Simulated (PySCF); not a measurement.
Gas-phase reaction: AlF2 + 2 HF + NH = AlF3.NH3 + F

Computed with PySCF and rigid-rotor harmonic-oscillator thermochemistry at 1 bar. † marks an energy on the PBE0/def2-TZVP geometry and frequencies. MP2 freezes the core. Open shells (unrestricted): AlF2 (multiplicity 2), NH (multiplicity 3), F (multiplicity 2, electronic degeneracy 6); the rest are closed-shell singlets. Spin-orbit splitting is ignored; it lowers the true energy and changes the entropy of F. Adducts (AlF3.NH3) have no counterpoise correction, and HF, PBE, BLYP, B3LYP and PBE0 lack dispersion. AlF3.NH3: computed as isolated molecules; such fragments, hydroxides, amides, oligomers or adducts are transient or little studied in the gas. MP2 isn't extrapolated to the basis-set limit; its ΔH°(298 K) is -544.5 kJ in def2-SVP and -505.6 kJ in def2-TZVPP. The harmonic model lacks anharmonicity and excited electronic states, which grow with temperature; levels with a mode under 35 cm⁻¹ are left out. Soft modes under 120 cm⁻¹ make the harmonic entropy rough for AlF3.NH3.

| level | ΔE electronic, kJ | ΔH°(298 K), kJ | ΔS°(298 K), J/K | ΔG°(1200 K), kJ |
|---|---|---|---|---|
| MP2/def2-SVP† | -577 | -545 | -282 | -209 |
| MP2/def2-TZVPP† | -538 | -506 | -282 | -170 |
| PBE0/def2-QZVP† | -532 | -500 | -282 | -165 |
| ωB97M-V/def2-TZVP† | -570 | -538 | -282 | -202 |
| ωB97X-V/def2-TZVP† | -572 | -540 | -282 | -205 |
ΔH° is lowest at MP2/def2-SVP† and highest at PBE0/def2-QZVP†. No reference value is set beside these.
